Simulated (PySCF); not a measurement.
# UB2PLYP/STO-6G run of AlF2 (SMILES [F][Al][F])

What is the energy change on altering one bond length of AlF2 at UB2PLYP/STO-6G? Input form: a Python script.

Program for the calculation: PySCF 2.14.0.

16 further runs of the same task are left out: 2 that didn't finish, 14 set aside as unsound or not needed.

### 1 Starting point

AlF2 has 3 atoms, charge 0, and is taken as a doublet. SMILES: `[F][Al][F]`. The coordinates come from a PBE0-D4/def2-TZVP relaxation.

Bond lengths: F1–Al2 1.647 Å, Al2–F3 1.647 Å. Angles: F1–Al2–F3 119.7°.

### 2 The energy at UB2PLYP/STO-6G

The input, input.py:

```python
from pyscf import gto, dft, mp

system = gto.M(
    atom='''
F    0.533000  -1.361200   0.136400
Al   0.388700   0.275400   0.245200
F   -0.932500   1.021000  -0.394800
''',
    basis='sto-6g',
    spin=1,
    max_memory=1860,
    charge=0,
    verbose=4,
)

ks = dft.UKS(system)
ks.xc = '0.53*HF + 0.47*B88, 0.73*LYP'
ks.conv_tol = 1e-10
ks.grids.level = 5
ks.kernel()
if not ks.converged:
    ks = ks.newton().run(ks.mo_coeff, ks.mo_occ)

pt = mp.MP2(ks, frozen=7).run()
energy = ks.e_tot + 0.27 * pt.e_corr
print('PT2 part  %.8f' % (0.27 * pt.e_corr))
print(f'total energy: {energy:.8f} hartree')
```

Run with:

```sh
$ OMP_NUM_THREADS=1 python input.py
```

The log of the run:

```text
PySCF version 2.14.0

[INPUT] num. atoms = 3
[INPUT] num. electrons = 31
[INPUT] charge = 0
[INPUT] spin (= nelec alpha-beta = 2S) = 1
[INPUT] symmetry False subgroup None
[INPUT] Mole.unit = angstrom
[INPUT] Symbol           X                Y                Z      unit          X                Y                Z       unit  Magmom
[INPUT]  1 F      0.533000000000  -1.361200000000   0.136400000000 AA    1.007224024393  -2.572295200758   0.257758643391 Bohr   0.0
[INPUT]  2 Al     0.388700000000   0.275400000000   0.245200000000 AA    0.734536544618   0.520430574705   0.463360845743 Bohr   0.0
[INPUT]  3 F     -0.932500000000   1.021000000000  -0.394800000000 AA   -1.762169611157   1.929410373181  -0.746063873978 Bohr   0.0

nuclear repulsion = 90.2607529446251
number of shells = 11
number of NR pGTOs = 114
number of NR cGTOs = 19
basis = sto-6g
ecp = {}

[... 36 lines left out ...]
WARN: HOMO -0.159583366897673 >= LUMO -0.159583366897675
[... 42 lines left out ...]
converged SCF energy = -439.756448798542  <S^2> = 0.75512478  2S+1 = 2.0051182
[... 1 line left out ...]
******** <class 'pyscf.mp.ump2.UMP2'> ********
nocc = (np.int64(9), np.int64(8)), nmo = (12, 12)
frozen orbitals 7
E(UMP2) = -439.840278512768  E_corr = -0.0838297142254724
E(SCS-UMP2) = -439.838654020679  E_corr = -0.0822052221370102
E_corr(same-spin) = -0.0212197326156423
E_corr(oppo-spin) = -0.0626099816098301
PT2 part  -0.02263402
total energy: -439.77908282 hartree
```

Wall time 4.5 s (1 thread of Arm Neoverse V1, shared host); peak memory 0.2 GiB.

### 3 The distorted shape at the same level

The input, job.py:

```python
from pyscf import gto, dft, mp

mol = gto.Mole()
mol.atom = [
    ('F', (1.589985, -1.957694, 0.648412)),
    ('Al', (1.445685, -0.321094, 0.757212)),
    ('F', (-0.932500, 1.021000, -0.394800)),
]
mol.spin = 1
mol.max_memory = 1860
mol.basis = 'sto-6g'
mol.verbose = 3
mol.charge = 0
mol.build()

ks = dft.UKS(mol)
ks.xc = '0.53*HF + 0.47*B88, 0.73*LYP'
ks.conv_tol = 1e-10
ks.grids.level = 5
ks.kernel()
if not ks.converged:
    ks = ks.newton().run(ks.mo_coeff, ks.mo_occ)

pt = mp.MP2(ks, frozen=7).run()
energy = ks.e_tot + 0.27 * pt.e_corr
print('PT2 part  %.8f' % (0.27 * pt.e_corr))
print('E = %.10f Eh' % energy)
```

Run with:

```sh
$ OMP_NUM_THREADS=1 python job.py
```

The log of the run:

```text
converged SCF energy = -439.651012324286  <S^2> = 0.75135525  2S+1 = 2.0013548
E(UMP2) = -439.721317848056  E_corr = -0.0703055237705527
E(SCS-UMP2) = -439.722179525196  E_corr = -0.0711672009105993
PT2 part  -0.01898249
E = -439.6699948157 Eh
```

Run time: 7.5 s. Hardware: 1 thread of Arm Neoverse V1, shared host; peak memory 0.2 GiB.

### 4 Results

At UB2PLYP/STO-6G, 7 core orbitals frozen:

| quantity | value |
| --- | --- |
| first shape: total energy | -439.77908 Eh |
| first shape: dipole moment (SCF part) | 1.70 D |
| first shape: HOMO energy (SCF part's orbitals) (highest over α and β) | -2.65 eV |
| first shape: LUMO energy (SCF part's orbitals) (lowest over α and β) | 4.26 eV |
| first shape: ⟨S²⟩ | 0.755 |
| distorted shape: total energy | -439.66999 Eh |
| distorted shape: dipole moment (SCF part) | 0.96 D |
| distorted shape: HOMO energy (SCF part's orbitals) (highest over α and β) | -3.01 eV |
| distorted shape: LUMO energy (SCF part's orbitals) (lowest over α and β) | 3.66 eV |
| distorted shape: ⟨S²⟩ | 0.751 |
| energy change with the Al2–F3 bond stretched from 1.647 to 2.964 Å | 2.968 eV |

With the Al2–F3 bond stretched from 1.647 to 2.964 Å the energy rises by 2.97 eV (68 kcal/mol). The first shape isn't relaxed at this level, so the change isn't measured from a minimum. The minimal basis adds a large error of its own. Mulliken charges (first shape) run from -0.34 on F1 to +0.69 on Al2; they depend strongly on the basis.
